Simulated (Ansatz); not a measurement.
Total energies of C₄H₄ClN (`Clc1ccc[nH]1`).

```xyz
10

Cl    1.729    2.114    0.584
C     0.636    0.872    0.178
C    -0.422    0.866   -0.689
C    -0.978   -0.437   -0.630
C    -0.241   -1.167    0.264
N     0.745   -0.356    0.752
H    -0.751    1.700   -1.287
H    -1.829   -0.796   -1.187
H    -0.334   -2.189    0.591
H     1.445   -0.608    1.425
```

The species carries charge 0 and has multiplicity 1. Geometry: relaxed with PBE0-D4/def2-TZVP. Basis def2-TZVPP, Ansatz 0.2.0.

RPA on PBE orbitals: Hartree–Fock energy of these orbitals -667.76237 Eh, correlation -1.61063 Eh (frozen core).

```tsv
functional	energy without D4 (Eh)	D4 term (kJ/mol)
PBE	-669.41604	-25.4
BLYP	-669.77807	-57.4
r2SCANh	-669.70108	-6.5
r2SCAN0	-669.68408	-7.2
HSE06 (plane-wave form)	-669.44791	-19.7
CAM-B3LYP	-669.76522	-21.4
ωB97X-V	-669.73290	–
ωB97M-V	-669.76283	–
B2PLYP	-669.55380	–
PBE-QIDH	-669.34710	–
```

(1) Give the same for LDA (SPW92), revPBE, r2SCAN, B97M-V, PBE0, B3LYP, BHLYP, LC-ωPBE. (An estimate is asked.)

B3LYP takes the VWN-RPA correlation (the form of Gaussian; ORCA's B3LYP/G). HSE06 is the plane-wave form, built on full-range PBE exchange. The double hybrids freeze the cores in their second-order part.

## Answers

(1) Computed: 
```
 functional  energy without D4 (Eh)  D4 term (kJ/mol)
LDA (SPW92)              -666.52583                 –
     revPBE              -669.72227             -85.4
     r2SCAN              -669.71318              -6.2
     B97M-V              -669.74151                 –
       PBE0              -669.46693             -21.3
      B3LYP              -669.87833             -41.0
      BHLYP              -669.73055             -29.3
    LC-ωPBE              -669.59068                 –
```

LC-ωPBE has ω = 0.4 bohr⁻¹.
